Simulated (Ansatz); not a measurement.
BNH3Cl, singlet: a single point away from equilibrium.

The input file, in.yaml:

```yaml
crystal:
  periodic: [false, false, false]
  atoms:
    - {symbol: N, position_ang: [-0.431700, -0.004000, -0.663600]}
    - {symbol: B, position_ang: [0.194500, -0.190600, 0.305700]}
    - {symbol: Cl, position_ang: [0.625700, 1.009800, 1.599300]}
    - {symbol: H, position_ang: [-0.515100, -0.802300, -1.413400]}
    - {symbol: H, position_ang: [-0.805100, 0.837300, -0.786000]}
    - {symbol: H, position_ang: [0.976200, -1.220700, 0.787800]}
basis:
  gaussian: {orbitals: def2-TZVPP}
hamiltonian: {xc: pbe0, dispersion: d4}
output: {forces: true, orbitals: {seedname: orbitals}}
```

Launched with

```bash
ansatz run in.yaml --threads 4 --pin off --events-out ev --progress --plain --max-ram 5222MiB
```

The run's output (Ansatz 0.2.0):

```
Functional definition: PBE0
  name "PBE0"
  cite "Adamo & Barone, J. Chem. Phys. 110, 6158 (1999) doi:10.1063/1.478522"
  cite "Perdew, Burke & Ernzerhof, Phys. Rev. Lett. 77, 3865 (1996) doi:10.1103/PhysRevLett.77.3865"
  parent pbe
  parameter a = 0.25
  parameter kappa = 0.804
  parameter beta = 0.06672455060314922
  exchange = (1 - a)*pbe_x(kappa = kappa, mu = beta*pi^2/3) + a*exact_x
  correlation = pbe_c(beta = beta)
826 factors; their error is unknown
mean field evaluation 1: about -14725.1489 eV, gradient 6.2e1 eV
mean field evaluation 2: about -14719.6960 eV, gradient 7.6e1 eV
mean field evaluation 4: about -14732.0730 eV, gradient 2.9e0 eV
mean field evaluation 8: about -14732.0893 eV, gradient 3.5e-2 eV
mean field evaluation 16: about -14732.1250 eV, gradient 3.0e-5 eV
mean field -14732.12500833 eV, -541.3956082631 hartree, gradient 3.0e-5 eV, S^2 0.000000; 0 other end points of the search recorded, 0 dependent functions left out
the calculation of the forces begins
reference -14732.12503420 eV, -541.3956092139 hartree; 16, 16 occupied and 130, 130 virtual orbitals, 826 factors
Total energy: -14732.19845812 eV, -541.3983074933 hartree
Atom 0 at    -0.431700    -0.004000    -0.663600 Å, force    -6.835291    -3.818659   -14.288784 eV/Å
Atom 1 at     0.194500    -0.190600     0.305700 Å, force    11.966349    -4.782528    16.090873 eV/Å
Atom 2 at     0.625700     1.009800     1.599300 Å, force    -0.659200     0.593172    -0.349177 eV/Å
Atom 3 at    -0.515100    -0.802300    -1.413400 Å, force    -0.164593     2.727716     1.864673 eV/Å
Atom 4 at    -0.805100     0.837300    -0.786000 Å, force    -2.351184     4.045894    -1.571255 eV/Å
Atom 5 at     0.976200    -1.220700     0.787800 Å, force    -1.956081     1.234404    -1.746330 eV/Å
Dipole moment:    -0.386378    -0.131606    -0.716516 e Å
```

The lines “mean field evaluation” count trial sets of orbitals through the whole run, from several starts and some on an approximate energy, so they need not fall steadily or lie above the final value.

The run took about 1.1 s on 4 CPU threads of an AMD EPYC 7R43 (shared host).
